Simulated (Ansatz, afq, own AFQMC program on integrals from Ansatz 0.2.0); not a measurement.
# N2, singlet: AFQMC among the cluster methods

```yaml
atoms:
  - { symbol: N, position_ang: [0.0000, 0.0000, 0.0000] }
  - { symbol: N, position_ang: [0.0000, 0.0000, 1.4680] }
```

Basis 6-31G. Only valence electrons are correlated. Ansatz 0.2.0 and our own AFQMC program on the same integrals; the CISD trial comes from CCSD amplitudes, and released means the phaseless constraint is let go. Uncertainties: one standard error, sampling alone.

Determinant: UHF, the one that the program's search chose, which needn't be the lowest solution. The geometry is a point of a scan.

Full CI on the same integrals is exact in this basis and with this determinant's frozen core.

Cautions: strong correlation (T1 0.139, weight of the determinant 0.52, largest double 0.26); (Q) is large, 131 meV, so the cluster series hasn't closed; unrestricted determinant spin contaminated (⟨S²⟩ 1.64 against 0.00); CCSD(T) is in doubt: in a space of 8 electrons in 8 natural orbitals full CI lies 166 meV below it; CCSDT(Q) is in doubt: in a space of 8 electrons in 8 natural orbitals full CI lies 182 meV below it; the released energies have errors that jump between times, so the bars are unsure, so no released level is given (meV from the phaseless value at times in 1/Eh: -18 ± 10 at 0.24, -34 ± 7 at 0.51, 1 ± 57 at 0.99, -133 ± 69 at 1.62, -70 ± 7 at 2.40), though the last usable value meets full CI within the noise.

```
T1 diagnostic                               : 0.1392
weight of the determinant in the CISD state : 0.523
⟨S²⟩ of the determinant                     : 1.639
size of the correlated space                : 10 electrons in 16 orbitals
```

```json
{"level": "MP2", "correlation energy (eV)": "-3.4469"}
{"level": "CCSD", "correlation energy (eV)": "-5.4391"}
{"level": "CCSD(T)", "correlation energy (eV)": "-5.7281"}
```

**Question.** Estimate where full CI lies against CCSD(T) on the same integrals.

**Answer.** 29.2 kJ/mol below CCSD(T).

Reference: full CI, correlation energy -6.031 eV. The cautions show a poor starting determinant, so the rows tell how each method copes with it here, and full CI is the sure value.

```
        level  E − E(reference) (kJ/mol)  share of correlation (%)
      CCSD(T)                       29.2                     94.98
        CCSDT                       20.0                     96.56
     CCSDT(Q)                        7.4                     98.72
       CCSDTQ                        3.6                     99.38
  ph-AFQMC/HF                 -0.5 ± 4.7                    100.09
ph-AFQMC/CISD                  6.5 ± 1.0                     98.88
```

CCSDT and higher add their correlation energy to the determinant of the CCSD(T) run, since their own runs factorise the integrals more tightly (a shift of under 2 meV).
